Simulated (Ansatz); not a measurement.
Ansatz (an electronic-structure program) input (PBE/LANL2DZ): The .json file is the Basis Set Exchange's LANL2DZ.

Ansatz 0.2 input:
```yaml
crystal:
  periodic: [false, false, false]
  atoms:
    - {symbol: B, position_ang: [-0.00527615, 0.68628422, -0.03815181]}
    - {symbol: Cl, position_ang: [1.53762474, -0.08886242, 0.01004358]}
    - {symbol: Cl, position_ang: [-1.53607293, -0.11298588, 0.00117754]}
basis:
  gaussian:
    orbitals: LANL2DZ.json
hamiltonian:
  xc: {name: PBE}
magnetization: {spin_polarized: true, initial_magnetization: 1}
output: {forces: true}
```

Output:

```
WARN ansatz: RAYON_NUM_THREADS=1 ignored (pool sized by the plan → 1); use --threads N
Functional definition: PBE
integrals: 0.01 GiB planned
380 factors; integrals over basis functions are off by at most 1.2e-4 eV
mean field: 0.07 GiB planned
mean field evaluation 1: about -1487.1094 eV, gradient 5.9e0 eV
mean field evaluation 2: about -1487.0909 eV, gradient 7.0e0 eV
mean field evaluation 4: about -1487.4768 eV, gradient 2.2e-1 eV
mean field evaluation 8: about -1487.4724 eV, gradient 5.7e-3 eV
mean field -1487.47236147 eV, -54.6636010389 hartree, gradient 8.3e-6 eV, S^2 0.753311; 0 other end points of the search recorded, 0 dependent functions left out
the calculation of the forces begins
reference -1487.47238978 eV, -54.6636020795 hartree; 10, 9 occupied and 15, 16 virtual orbitals, 380 factors
Total energy: -1487.47238978 eV, -54.6636020795 hartree
Atom 0 at    -0.005276     0.686284    -0.038152 Å, force    -0.010073     1.310202    -0.072837 eV/Å
Atom 1 at     1.537625    -0.088862     0.010044 Å, force     1.457925    -0.643698     0.040609 eV/Å
Atom 2 at    -1.536073    -0.112986     0.001178 Å, force    -1.447852    -0.666504     0.032227 eV/Å
Dipole moment:     0.000775    -0.100763     0.005602 e Å
```
